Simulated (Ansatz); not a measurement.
Reaction (SMILES): ClCl (Cl2) → 2 Cl atom
B3LYP-D3(BJ)/def2-TZVP geometries, fixed; electronic energies without zero-point terms.

The bond dissociation energy at CCSD(T) with Ansatz (a first-principles code), in kcal/mol, split into its Hartree-Fock and correlation parts. Cores are frozen. Open shells are unrestricted. No added dispersion term, no relativity. Functions are those of the species that has most.

| basis | X | functions | Hartree-Fock | CCSD(T) |
|---|---|---|---|---|
| cc-pV(D+d)Z | 2 | 46 | 13.62 | 43.43 |
| cc-pV(T+d)Z | 3 | 78 | 18.47 | 53.25 |
| cc-pV(Q+d)Z | 4 | 128 | 18.78 | 56.68 |
| cc-pV(5+d)Z | 5 | 200 | 18.96 | 58.14 |

Worked estimate of the basis-set limit from each neighbouring pair, with Hartree-Fock from the larger set and the correlation part extrapolated as X^-3.
Correlation parts: X = 2: 29.81, X = 3: 34.78, X = 4: 37.90, X = 5: 39.18.
- (2,3): (27·(34.78) - 8·(29.81))/19 = 36.87; with Hartree-Fock 18.47 the estimate is 55.34 kcal/mol.
- (3,4): (64·(37.90) - 27·(34.78))/37 = 40.18; with Hartree-Fock 18.78 the estimate is 58.96 kcal/mol.
- (4,5): (125·(39.18) - 64·(37.90))/61 = 40.52; with Hartree-Fock 18.96 the estimate is 59.48 kcal/mol.
The last two estimates differ by 0.53 kcal/mol; the largest set lies 1.34 from the last. Over the last step Hartree-Fock moves by 0.18 and the correlation part by 1.28.
